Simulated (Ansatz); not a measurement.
## Lithium, bcc: convergence with Gaussian smearing

Computed with Ansatz, PBE, scalar-relativistic PAW, on the relaxed cell (a = 3.431 Å; spin not included). Errors count from a run at 420 eV on a Γ-centred 21×21×21 mesh with Fermi-Dirac smearing of 0.1 eV, extrapolated to zero width. Fixed here: cutoff 420 eV, mesh 13×13×13. The SCF starts from atomic densities corrected by a trained network.

| width (eV) | E(σ→0) error (meV/atom) | F error (meV/atom) | P (GPa) | SCF iterations |
| --- | --- | --- | --- | --- |
| 0.01 | -1.2 | -1.2 | 0.02 | 6 |
| 0.1 | -1.3 | -2.3 | 0.02 | 6 |
| 0.2 | -1.1 | -5.7 | 0.03 | 6 |
| 0.3 | -1.0 | -11.4 | 0.05 | 6 |
| 0.6 | -0.8 | -43.2 | 0.14 | 6 |
| 1.0 | -5.2 | -116.4 | 0.33 | 6 |

Question: What does the run at 0.03 give (width)?

Answer: E(σ→0) error (meV/atom): -1.2; F error (meV/atom): -1.3; P (GPa): 0.02; SCF iterations: 6.
